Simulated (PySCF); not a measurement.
C₄H₆F₂.
SMILES: `CCC=C(F)F`

Torsions of this conformer, `[CH3:1][CH2:2][CH:3]=[C:4]([F:5])[F:6]`: C1–C2–C3–C4 -118°.

The closed-shell ground state was solved at several levels (PySCF, density fitting, gas phase, non-relativistic). Isolated species at its PBE0-D3(BJ)/def2-SVP geometry (one conformer only).

| level | basis functions | total energy (Eh) | HOMO (eV) | LUMO (eV) | gap (eV) | dipole (D) |
| --- | --- | --- | --- | --- | --- | --- |
| PBE0/def2-TZVP | 222 | -355.4641 | -7.18 | 0.71 | 7.89 | 1.52 |
| KT2/pcSseg-2 | 300 | -361.1517 | -6.00 | -0.40 | 5.60 | 1.47 |
| KT3/pcSseg-2 | 300 | -360.7239 | -6.01 | -0.46 | 5.55 | 1.45 |
| B97-D/pcSseg-2 | 300 | -355.6260 | -5.93 | -0.32 | 5.61 | 1.46 |
| mPW1PW91/pcSseg-2 | 300 | -355.7596 | -7.25 | 0.44 | 7.69 | 1.61 |
| PBE0/pcSseg-2 | 300 | -355.4632 | -7.22 | 0.46 | 7.68 | 1.60 |
| HF/pcSseg-2 | 300 | -353.9476 | -10.04 | 2.63 | 12.67 | 1.85 |
| PBE0/def2-SVP | 114 | -355.0539 | -7.11 | 0.90 | 8.01 | 1.41 |
| PBE0/cc-pVDZ | 114 | -355.3370 | -6.99 | 1.02 | 8.01 | 1.32 |
| BP86/pcSseg-2 | 300 | -355.8439 | -6.05 | -0.46 | 5.59 | 1.44 |
| PBE0/6-31G* | 96 | -355.3093 | -6.84 | 1.24 | 8.08 | 1.27 |
| BLYP/pcSseg-2 | 300 | -355.7581 | -5.85 | -0.37 | 5.48 | 1.48 |

Problem. What might PBE0/aug-cc-pVDZ (192 basis functions) give for the same quantities?

Solution. Total energy -355.3617 Eh, HOMO -7.20 eV, LUMO -0.11 eV, gap 7.09 eV, dipole 1.63 D.

Problem. Over all these levels, which gives the widest orbital gap and which the narrowest?

Solution. HF/pcSseg-2 (Hartree–Fock, all exact exchange) has the widest, 12.67 eV, and BLYP/pcSseg-2 (GGA) the narrowest, 5.48 eV. The two share the basis. From the narrowest to the widest the HOMO moves by -4.19 eV and the LUMO by +3.00 eV.

Problem. How much does the basis alone move the frontier levels among the 6 PBE0 rows (the withheld one included)?

Solution. The HOMO by 0.38 eV and the LUMO by 1.35 eV. By rising basis size (HOMO, LUMO in eV): 6-31G* -6.84, 1.24; def2-SVP -7.11, 0.90; cc-pVDZ -6.99, 1.02; aug-cc-pVDZ -7.20, -0.11; def2-TZVP -7.18, 0.71; pcSseg-2 -7.22, 0.46.

Problem. In the pcSseg-2 basis, how does the gap go with the fixed share of exact exchange?

Solution. BLYP (0 %) 5.48 eV; KT3 (0 %) 5.55 eV; BP86 (0 %) 5.59 eV; KT2 (0 %) 5.60 eV; B97-D (0 %) 5.61 eV; PBE0 (25 %) 7.68 eV; mPW1PW91 (25 %) 7.69 eV; HF (100 %) 12.67 eV. Each rise in the share widens the gap here.

Problem. How far do the dipole and the HOMO energy spread over the levels?

Solution. The dipole runs from 1.27 to 1.85 D (mean 1.50 D) and the HOMO from -10.04 to -5.85 eV.

Note: B97-D ran without an empirical dispersion term, which enters the total energy and its gradient alone.
